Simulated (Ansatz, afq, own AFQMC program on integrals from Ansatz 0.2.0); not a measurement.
Two steps: Ansatz 0.2.0 writes the Fock matrix and Cholesky factors of the valence space, and afq projects on them the lowest state that overlaps trial and start.

```yaml
crystal:
  periodic: [false, false, false]
  atoms:
    - {symbol: B, position_ang: [0.000000, 0.000000, 5.008333]}
    - {symbol: Al, position_ang: [0.000000, 0.000000, -1.715667]}
    - {symbol: H, position_ang: [0.000000, 0.000000, -3.292667]}
basis:
  gaussian: {orbitals: 6-31G}
magnetization: {spin_polarized: false, initial_magnetization: 3}
correlation: {method: ccsd_t, electrons: outside_noble_gas, hamiltonian_folder: ham}
```

```sh
$ ansatz run in.yaml --threads 1 --pin off --events-out ev --progress --plain --max-ram 24576MiB --backend cuda --devices 0, --max-vram 18GiB
```

Options of the walk:

```
--method phaseless --trial cisd --walkers 4000 --populations 20 --least-time 60 --time-step 0.005 --steps-per-block 50 --equilibration-blocks 40 --max-blocks 4000 --target-error 0.00032 --factor-cut 1e-05 --start spin_pure --seed 6107 --release-times 0.24,0.51,0.99,1.62,2.4 --release-step 0.03 --release-every 3 --taylor-order 6
```

Times are imaginary, in 1/Eh. The walk had a cap of 122 s. With eight or more populations the least sampling time is a fifth of least-time, and the error comes from their spread.

Log:

```
orbitals 18  electrons 5 2  factors 82 of 296
reference energy -266.90344032 Eh
CCSD correlation -0.07018673 Eh in 12 cycles, weight of the determinant in the CISD state 0.9096
energy of the start -266.973633 Eh
 block  time / (1/Eh)  mean weight  energy / Eh
     1     0.250  0.9999  -266.973242
     2     0.500  0.9999  -266.973144
     3     0.750  0.9999  -266.973178
     4     1.000  1.0000  -266.973260
     5     1.250  1.0000  -266.973373
    10     2.500  0.9999  -266.973895
    19     4.750  1.0000  -266.974308
    29     7.250  1.0000  -266.974470
    39     9.750  1.0001  -266.974343
    49    12.250  1.0000  -266.974340
    53    13.250  0.9998  -266.974540
    59    14.750  0.9998  -266.974363
    69    17.250  1.0002  -266.974322
    79    19.750  1.0000  -266.974398
    89    22.250  1.0001  -266.974139
error from the spread of 20 populations
released: time / (1/Eh)  energy / Eh  error  mean overlap
  0.24  -266.974403  0.000037  0.9995
  0.51  -266.974466  0.000035  0.9983
  0.99  -266.974480  0.000031  0.9954
  1.62  -266.974528  0.000020  0.9952
  2.40  -266.974535  0.000022  1.0003
energy -266.974449 +/- 0.000074 Eh
(rows thinned)
```

The run passed its tests (sampling time, drift between the halves within three errors, error under three times the target), which doesn't prove that it has relaxed.

Against this walk (error 2.0 meV) on the same determinant: CCSD(T) 4.4 meV higher, CCSDT(Q) 5.5 meV lower, CCSDTQ 5.6 meV lower, full CI 5.6 meV lower. The error is statistical and leaves out the bias of the constraint. Released to 2.40 1/Eh the energy moves by -2.3 ± 2.1 meV (both errors), within twice the noise.

Cautions: constraint bias not in the error; lower spins were not checked.

The walk took 22 s on 1 × NVIDIA H100 80GB HBM3 with 2 threads of AMD EPYC 7R13 Processor (Zen 3) (shared host) (the card was shared). The log's last line is the phaseless energy.

CCSDT and higher add their correlation energy to the determinant of the CCSD(T) run, since their own runs factorise the integrals more tightly (a shift of under 2 meV). A walk keeps the symmetry of its determinant, which the program's search chose and which needn't be the lowest solution, so a lower state of the same spin and another symmetry isn't excluded.
